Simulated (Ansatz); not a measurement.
The input, for Ansatz 0.2.0:

```yaml
crystal:
  periodic: [false, false, false]
  atoms:
    - {symbol: O, position_ang: [0.000000, -1.068031, -0.912929]}
    - {symbol: Ge, position_ang: [0.000000, 0.103335, 0.783661]}
    - {symbol: Si, position_ang: [0.000000, 0.382114, -1.568288]}
    - {symbol: H, position_ang: [0.000000, -1.141224, 1.713723]}
basis:
  gaussian: {orbitals: 6-31G}
total_charge: 1
magnetization: {spin_polarized: false, initial_magnetization: 2}
correlation: {method: sc_nevpt2, electrons: outside_noble_gas, active_space: {window: {electrons: 4, orbitals: 3}}}
scf: {lower_state_search: off}
```

```sh
$ ansatz run in.yaml --threads 1 --pin off --events-out ev --progress --plain --max-ram 2393MiB
```

The program prints:

```
these checks for a lower state are left out or cut short: stability, starts, cluster_reference, orbital_swaps, neighbouring_geometries, increment
498 factors; integrals over basis functions are off by at most 4.3e-4 eV
mean field evaluation 1: about -66354.3093 eV, gradient 7.1e1 eV
mean field evaluation 2: about -66354.3839 eV, gradient 7.1e1 eV
mean field evaluation 4: about -66364.8354 eV, gradient 2.3e1 eV
mean field evaluation 8: about -66366.9463 eV, gradient 7.4e-1 eV
mean field evaluation 16: about -66366.9740 eV, gradient 9.1e-6 eV
mean field -66366.97397141 eV, -2438.9413082986 hartree, gradient 9.1e-6 eV, S^2 2.000000; 0 other end points of the search recorded, 0 dependent functions left out
reference -66366.97397141 eV, -2438.9413082986 hartree; 28, 26 occupied and 25, 27 virtual orbitals, 498 factors
state -66366.97397141 eV, -2438.9413082986 hartree
state -66366.97397141 eV, -2438.9413082986 hartree; corrected -66373.11919832 eV, -2439.1671412224 hartree
WARN: 1 active orbitals are nearly empty or full. The corrections depend on them more than the energy does, and are more stable in an active space without them
Total energy: -66373.11919832 eV, -2439.1671412224 hartree
Checks for a lower state left out: stability, starts, cluster_reference, orbital_swaps, neighbouring_geometries, increment
```

Natural occupations: 2.0000 1.0000 1.0000.

Ran on 1 thread of AMD EPYC, shared host: 4.3 s wall, 0.2 GiB peak host memory.
